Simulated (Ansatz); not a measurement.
C5H8O can be A, `C=C(C)C(C)=O`, or B, `CC1=CCCO1`.

Gas-phase electronic energies from Ansatz, PBE0-D4/def2-TZVP geometries. CCSD(T)/CBS adds triple-zeta CCSD(T) − MP2 to the extrapolated MP2 energy (def2 sets, frozen cores). DFT in def2-TZVPP. B3LYP here is the variant with VWN-RPA as its local correlation; programs differ in this. One conformer a species, not always the lowest.

Which isomer does CCSD(T)/CBS put lower? Give the gap. (An estimate is asked.)

The calculation gave: A, by 19.2 kJ/mol.

Give E(B) − E(A) in kJ/mol with ωB97M-V, HF/def2-TZVPP, MP2/def2-TZVPP, CCSD(T)/def2-TZVPP, B3LYP, B3LYP-D4, CCSD/def2-TZVPP. (Best estimate.)

Ansatz gave: ωB97M-V 16.1, HF/def2-TZVPP 29.4, MP2/def2-TZVPP 16.8, CCSD(T)/def2-TZVPP 20.6, B3LYP 28.4, B3LYP-D4 28.5, CCSD/def2-TZVPP 18.5. None reverses the order clearly.

Largest T1 diagnostic: 0.013.

In def2-TZVPP, CCSD(T) changes the Hartree–Fock value by −8.8 kJ/mol (the triples alone add +2.1 kJ/mol) and MP2 by −12.6 kJ/mol. From PBE to PBE0 (25 % exact exchange), in def2-TZVPP and without D4, E(B) − E(A) moves by −10.3 kJ/mol.
